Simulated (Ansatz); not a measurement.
A made-up structure of CH₂BO, doublet:

```
5
angstrom
B -0.3601 0.3610 -0.3170
C 0.5205 -0.5218 0.4583
O 1.2080 -1.2109 1.0634
H 1.9254 -1.3072 1.7091
H -0.7246 1.3620 0.2133
```

It is relaxed with PBE-D4/def2-SVP and then PBE0-D4/def2-TZVP (Ansatz 0.2.0). Atoms count as bonded within 1.22 times the sum of their covalent radii (H–H: 0.88 Å). The end point is not checked to be a true minimum.

Question: Does its bonding change? (A judgement: the text doesn't fix the answer.)

Answer: Computed: No: no bond forms or breaks.

Where it ends: The first stage lowers the energy by 2.12 eV in 8 steps. It ends as CH₂BO ([BH][C][OH]):
```
5
angstrom
B -0.2376 0.5115 0.1602
C 0.5137 -0.4843 0.6494
O 1.1640 -1.5051 1.0900
H 2.0060 -1.2374 1.4877
H -0.8769 1.3983 -0.2602
```

Labels in which every atom is bracketed show which atoms are joined, not bond orders.

For scale, one of the runs: PBE0-D4/def2-TZVP relaxation, 105 basis functions, launched by `ansatz run in.yaml --threads 2 --pin off --events-out ev --progress --plain --max-ram 4352MiB`. Hardware: 2 CPU threads of an Arm Neoverse V2, shared host. Wall time about 12 s.
